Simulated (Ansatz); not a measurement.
We consider SrMoO4 (I4₁/a, No. 88), described by r²SCAN in Ansatz (PAW).

Settings: plane-wave cutoff 560 eV, 10×10×10 k mesh, Fermi–Dirac smearing 0.01 eV, no spin polarisation, scalar-relativistic PAW data made under PBE.

Computed at the level's own relaxed cell.

Estimate the band gap, lattice parameter a and c axis length that the calculation returns.


* **band gap**: 4.17 eV (on the SCF k mesh)
* **lattice parameter a**: 5.411 Å
* **c axis length**: 11.986 Å

Spin–orbit coupling is not included.

Computed values are for the static lattice.

Ansatz is a first-principles code.
